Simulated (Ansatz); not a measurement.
**Worked example: building the atomization energy of CH₄O, singlet**

Measured: the G2/97 heats of formation, with zero-point and thermal terms from B3LYP taken off, give an electronic atomization energy of 512.5 kcal/mol (Curtiss et al., J. Chem. Phys. 106, 1063 (1997); Staroverov et al., J. Chem. Phys. 119, 12129 (2003)). The calculation below tries to reproduce it.

Geometry (MP2(full)/6-31G*, from the G2/97 set):

```xyz
6

C    -0.0267    0.7286    0.0000
O    -0.0267   -0.6943    0.0000
H    -1.0726    1.0340    0.0000
H     0.8990   -0.9842    0.0000
H     0.4576    1.1446    0.8918
H     0.4576    1.1446   -0.8918
```

Atomization energies (atoms less molecule, kcal/mol) from Ansatz 0.2.0, frozen cores, restricted molecule, unrestricted atoms (their steps beyond CCSDT(Q) from restricted open-shell runs), sets cc-pVDZ, cc-pVTZ, cc-pVQZ:

```
   level      DZ      TZ      QZ
      HF  359.42  367.64  368.67
 CCSD(T)  472.43  499.94  507.57
   CCSDT  472.45  499.63       –
CCSDT(Q)  472.85  499.96       –
  CCSDTQ  472.82       –       –
```

Problem. Extrapolate Hartree–Fock with exp(−5.46 √X) and the CCSD(T) correlation part with X⁻³ (X = 3, 4), add each higher step from the largest set that has it, and compare with the measured value.

Solution. Hartree–Fock: 368.67 + (368.67 − 367.64) × 0.301 = 368.98.
Correlation: TZ 132.30, QZ 138.90; (64 × 138.90 − 27 × 132.30) / 37 = 143.72.
Full triples (TZ): 499.63 − 499.94 = -0.31.
(Q) (TZ): 499.96 − 499.63 = 0.33.
Full quadruples (DZ): 472.82 − 472.85 = -0.03.
Sum: 512.7 kcal/mol, 0.2 above the measured 512.5.

The steps beyond CCSD(T) add -0.01 kcal/mol, while going from QZ to the limit adds 5.13. Core correlation, scalar relativity, spin–orbit terms and the relaxation from this MP2 geometry are missing from the sum, and the measured value has its own uncertainty.
